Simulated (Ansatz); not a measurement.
A short molecular-dynamics run on CHF$_{2}$N, SMILES `N=C(F)F`.

```yaml
crystal:
  periodic: [false, false, false]
  atoms:
    - {symbol: N, position_ang: [0.122851, 0.962903, 0.094492]}
    - {symbol: C, position_ang: [0.107069, -0.271631, 0.150555]}
    - {symbol: F, position_ang: [0.712126, -0.955930, 1.081528]}
    - {symbol: F, position_ang: [-0.488312, -1.118499, -0.668029]}
    - {symbol: H, position_ang: [-0.403834, 1.309557, -0.699946]}
basis:
  gaussian: {orbitals: def2-SVP}
hamiltonian: {xc: {name: BLYP}, dispersion: d4}
md: {timestep: 0.5 fs, n_steps: 20, ensemble: nvt_langevin, temperature: 1500, initial_velocities: maxwell_boltzmann, friction: 0.01, seed: 85}
```

```sh
$ ansatz run in.yaml --threads 2 --pin off --events-out ev --progress --plain --max-ram 4352MiB
```

```csv
step,time (fs),potential energy (eV),kinetic (eV),T (K),conserved (eV)
0,0.0,-7969.3396,0.7756,1200,–
1,0.5,-7969.2996,0.7610,1177,–
2,1.0,-7969.2402,0.6942,1074,–
3,1.5,-7969.1845,0.6741,1043,–
4,2.0,-7969.1553,0.6420,993,–
5,2.5,-7969.1549,0.6040,935,–
6,3.0,-7969.1645,0.6039,934,–
7,3.5,-7969.1769,0.6896,1067,–
8,4.0,-7969.1792,0.6695,1036,–
9,4.5,-7969.1689,0.6872,1063,–
10,5.0,-7969.1528,0.6764,1047,–
11,5.5,-7969.1383,0.6048,936,–
12,6.0,-7969.1265,0.5196,804,–
13,6.5,-7969.1152,0.5241,811,–
14,7.0,-7969.1119,0.5798,897,–
15,7.5,-7969.1210,0.5780,894,–
16,8.0,-7969.1400,0.5665,877,–
17,8.5,-7969.1582,0.5061,783,–
18,9.0,-7969.1657,0.5358,829,–
19,9.5,-7969.1585,0.5952,921,–
20,10.0,-7969.1295,0.6989,1081,–
```

Velocities are drawn at the set temperature; a run this short doesn't reach equilibrium.

Frames (Å, forces in eV/Å):

```xyz
5
time=0.0 fs
N     0.123    0.963    0.094    0.294    1.420    0.340
C     0.107   -0.272    0.151    0.013   -0.316    0.040
F     0.712   -0.956    1.082    0.603   -0.624    0.924
F    -0.488   -1.118   -0.668   -0.595   -0.769   -0.823
H    -0.404    1.310   -0.700   -0.315    0.289   -0.481
5
time=0.5 fs
N     0.117    0.957    0.100    0.848    1.819    1.024
C     0.113   -0.267    0.147   -0.083   -1.216    0.190
F     0.716   -0.956    1.079    0.593   -0.605    0.840
F    -0.493   -1.117   -0.668   -0.503   -0.702   -0.783
H    -0.393    1.306   -0.677   -0.855    0.704   -1.270
5
time=1.0 fs
N     0.111    0.952    0.106    1.334    2.192    1.643
C     0.119   -0.264    0.144   -0.186   -2.040    0.313
F     0.721   -0.957    1.077    0.597   -0.605    0.770
F    -0.497   -1.115   -0.667   -0.410   -0.640   -0.748
H    -0.384    1.304   -0.656   -1.335    1.093   -1.978
5
time=1.5 fs
N     0.106    0.947    0.113    1.639    2.604    2.017
C     0.124   -0.261    0.140   -0.279   -2.773    0.427
F     0.725   -0.957    1.074    0.599   -0.602    0.698
F    -0.502   -1.113   -0.666   -0.324   -0.587   -0.726
H    -0.378    1.308   -0.640   -1.635    1.358   -2.417
5
time=2.0 fs
N     0.100    0.944    0.120    1.651    3.165    1.968
C     0.130   -0.258    0.137   -0.376   -3.404    0.506
F     0.730   -0.956    1.072    0.606   -0.605    0.640
F    -0.507   -1.111   -0.664   -0.241   -0.544   -0.712
H    -0.375    1.314   -0.632   -1.639    1.387   -2.402
5
time=2.5 fs
N     0.096    0.942    0.128    1.399    3.839    1.519
C     0.135   -0.255    0.134   -0.468   -3.892    0.554
F     0.735   -0.956    1.069    0.613   -0.616    0.591
F    -0.511   -1.109   -0.663   -0.165   -0.511   -0.703
H    -0.376    1.324   -0.632   -1.379    1.181   -1.963
5
time=3.0 fs
N     0.092    0.940    0.136    1.049    4.462    0.913
C     0.140   -0.254    0.131   -0.547   -4.194    0.604
F     0.740   -0.956    1.066    0.615   -0.626    0.535
F    -0.516   -1.107   -0.662   -0.102   -0.500   -0.708
H    -0.379    1.337   -0.635   -1.015    0.858   -1.345
5
time=3.5 fs
N     0.088    0.939    0.145    0.634    4.981    0.176
C     0.144   -0.254    0.127   -0.633   -4.243    0.635
F     0.745   -0.957    1.063    0.621   -0.649    0.492
F    -0.520   -1.104   -0.661   -0.050   -0.516   -0.727
H    -0.384    1.350   -0.644   -0.572    0.427   -0.576
5
time=4.0 fs
N     0.084    0.939    0.154    0.241    5.326   -0.552
C     0.149   -0.255    0.124   -0.733   -4.080    0.655
F     0.750   -0.957    1.061    0.630   -0.677    0.450
F    -0.524   -1.101   -0.661   -0.001   -0.546   -0.747
H    -0.391    1.365   -0.654   -0.138   -0.023    0.194
5
time=4.5 fs
N     0.079    0.940    0.162   -0.055    5.414   -1.148
C     0.154   -0.256    0.121   -0.848   -3.717    0.674
F     0.755   -0.957    1.059    0.636   -0.702    0.403
F    -0.528   -1.097   -0.661    0.051   -0.583   -0.762
H    -0.401    1.378   -0.664    0.215   -0.412    0.833
5
time=5.0 fs
N     0.074    0.943    0.171   -0.239    5.202   -1.614
C     0.159   -0.259    0.118   -0.990   -3.105    0.673
F     0.760   -0.958    1.056    0.650   -0.743    0.378
F    -0.532   -1.093   -0.661    0.103   -0.624   -0.772
H    -0.407    1.391   -0.673    0.476   -0.730    1.335
5
time=5.5 fs
N     0.071    0.946    0.179   -0.297    4.748   -1.914
C     0.164   -0.262    0.116   -1.166   -2.360    0.636
F     0.765   -0.959    1.054    0.675   -0.796    0.383
F    -0.537   -1.090   -0.661    0.164   -0.647   -0.761
H    -0.411    1.402   -0.679    0.624   -0.944    1.656
5
time=6.0 fs
N     0.067    0.950    0.186   -0.280    4.219   -2.096
C     0.169   -0.265    0.116   -1.363   -1.642    0.564
F     0.769   -0.959    1.051    0.709   -0.851    0.411
F    -0.541   -1.087   -0.661    0.235   -0.649   -0.728
H    -0.413    1.410   -0.683    0.699   -1.078    1.850
5
time=6.5 fs
N     0.062    0.955    0.193   -0.218    3.678   -2.206
C     0.174   -0.267    0.116   -1.568   -0.967    0.483
F     0.774   -0.959    1.049    0.749   -0.909    0.451
F    -0.545   -1.084   -0.661    0.308   -0.644   -0.692
H    -0.414    1.416   -0.685    0.728   -1.159    1.964
5
time=7.0 fs
N     0.057    0.960    0.199   -0.090    3.044   -2.224
C     0.178   -0.269    0.116   -1.764   -0.286    0.428
F     0.778   -0.960    1.046    0.775   -0.945    0.474
F    -0.549   -1.081   -0.661    0.381   -0.635   -0.654
H    -0.414    1.420   -0.682    0.698   -1.178    1.976
5
time=7.5 fs
N     0.052    0.966    0.206    0.100    2.290   -2.134
C     0.182   -0.271    0.117   -1.939    0.402    0.394
F     0.783   -0.961    1.044    0.781   -0.960    0.478
F    -0.553   -1.078   -0.660    0.454   -0.613   -0.604
H    -0.412    1.422   -0.675    0.604   -1.119    1.866
5
time=8.0 fs
N     0.048    0.973    0.212    0.353    1.437   -1.911
C     0.184   -0.273    0.119   -2.081    1.083    0.386
F     0.788   -0.962    1.042    0.773   -0.973    0.470
F    -0.557   -1.075   -0.660    0.522   -0.586   -0.547
H    -0.408    1.418   -0.664    0.433   -0.961    1.602
5
time=8.5 fs
N     0.044    0.979    0.218    0.655    0.546   -1.566
C     0.186   -0.275    0.120   -2.170    1.716    0.416
F     0.793   -0.962    1.040    0.750   -0.978    0.448
F    -0.561   -1.073   -0.661    0.573   -0.565   -0.497
H    -0.403    1.411   -0.649    0.192   -0.719    1.200
5
time=9.0 fs
N     0.041    0.986    0.223    0.990   -0.333   -1.127
C     0.186   -0.277    0.121   -2.214    2.269    0.486
F     0.798   -0.964    1.039    0.704   -0.960    0.396
F    -0.564   -1.070   -0.661    0.614   -0.550   -0.453
H    -0.398    1.402   -0.633   -0.094   -0.426    0.698
5
time=9.5 fs
N     0.037    0.992    0.229    1.394   -1.206   -0.534
C     0.186   -0.279    0.122   -2.208    2.701    0.618
F     0.804   -0.966    1.038    0.629   -0.904    0.298
F    -0.567   -1.067   -0.661    0.647   -0.536   -0.418
H    -0.393    1.392   -0.614   -0.461   -0.056    0.035
5
time=10.0 fs
N     0.034    0.998    0.236    1.880   -2.057    0.237
C     0.186   -0.279    0.123   -2.153    2.976    0.805
F     0.809   -0.969    1.038    0.527   -0.810    0.167
F    -0.570   -1.064   -0.660    0.675   -0.514   -0.392
H    -0.385    1.379   -0.593   -0.930    0.405   -0.816
```

Run time 21 s (2 threads of an Arm Neoverse N1 on a shared host); peak host memory 0.26 GiB.
